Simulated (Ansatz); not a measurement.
# AlH4+ (triplet): the correlation ladder, cc-pVDZ

Aim: climb from Hartree-Fock through coupled cluster for AlH4+ (triplet) at one geometry and basis, and see what each rung misses.

Method: cc-pVDZ, core rule «outside noble gas», up to 5 orbitals frozen; program: Ansatz 0.2.0, Gaussian basis.

The runs, in order: UHF; CCSD(T) on ROHF; CCSD(T) on UHF; BCCD(T) on ROHF; CISD; CCSDT(Q) on ROHF; CCSDT(Q) on UHF; Full CI.

12 further runs of the same task are left out: 5 for a known fault of the program, 1 that didn't finish, 6 set aside as unsound or not needed.

### 1 What is computed

The geometry is a PBE0/def2-TZVP stationary point (not a proven minimum) of the parent state, kept for this charge and spin.

5 atoms, charge 1, spin multiplicity 3.

Atoms are counted from 1 here; the program's logs count them from 0.

Bond lengths: Al1–H4 1.552 Å, Al1–H5 1.552 Å, H2–H3 0.770 Å. Angles: H4–Al1–H5 164.0°.

### 2 UHF

Input file in.yaml:

```yaml
crystal:
  periodic: [false, false, false]
  atoms:
    - {symbol: Al, position_ang: [0.000000, 0.000000, -0.118619]}
    - {symbol: H, position_ang: [0.000000, -0.384792, 1.922431]}
    - {symbol: H, position_ang: [0.000000, 0.384794, 1.922430]}
    - {symbol: H, position_ang: [0.000000, 1.536935, -0.334772]}
    - {symbol: H, position_ang: [0.000000, -1.536935, -0.334770]}
basis:
  gaussian: {orbitals: cc-pVDZ}
total_charge: 1
magnetization: {spin_polarized: true, initial_magnetization: 2}
hamiltonian: {xc: hf}
output: {orbitals: {seedname: orbitals}}
```

The run is started by

```console
> ansatz run in.yaml --threads 1 --pin off --events-out ev --progress --plain --max-ram 2176MiB
```

The runs that follow: CCSD(T) on ROHF; CCSD(T) on UHF; BCCD(T) on ROHF; CISD; CCSDT(Q) on ROHF; CCSDT(Q) on UHF; Full CI.

Q: Predict the results of all the runs planned. Wanted: FCI below the RHF energy; RMP2 from FCI; UMP2 from FCI; RCCSD from FCI; RCCSD(T) from FCI; UCCSD(T) from FCI; RCCSDT(Q) from FCI; UCCSDT(Q) from FCI; T1 diagnostic.

**Answer**, as computed:

| quantity | value |
| --- | --- |
| FCI below the RHF energy | -2.9288 eV |
| RMP2 from FCI | +880.3 meV |
| UMP2 from FCI | +943.4 meV |
| RCCSD from FCI | +92.3 meV |
| RCCSD(T) from FCI | +24.0 meV |
| UCCSD(T) from FCI | +21.2 meV |
| RCCSDT(Q) from FCI | +0.5 meV |
| UCCSDT(Q) from FCI | +0.3 meV |
| levels within 1 kcal/mol (43 meV) | RCCSD(T), UCCSD(T), BCCD(T), RCCSDT, UCCSDT, RCCSDT(Q), UCCSDT(Q) |
| T1 diagnostic | 0.023 |
| effectively unpaired electrons | 2.07 |

**Reading.** RCCSD(T) lands +24.0 meV from the yardstick (0.8 % of the correlation energy). One determinant dominates. Coupled cluster took another determinant than the lowest Hartree-Fock one. These misses are within one basis, not against nature; the frozen cores of restricted and unrestricted runs differ, which can shift their rows.
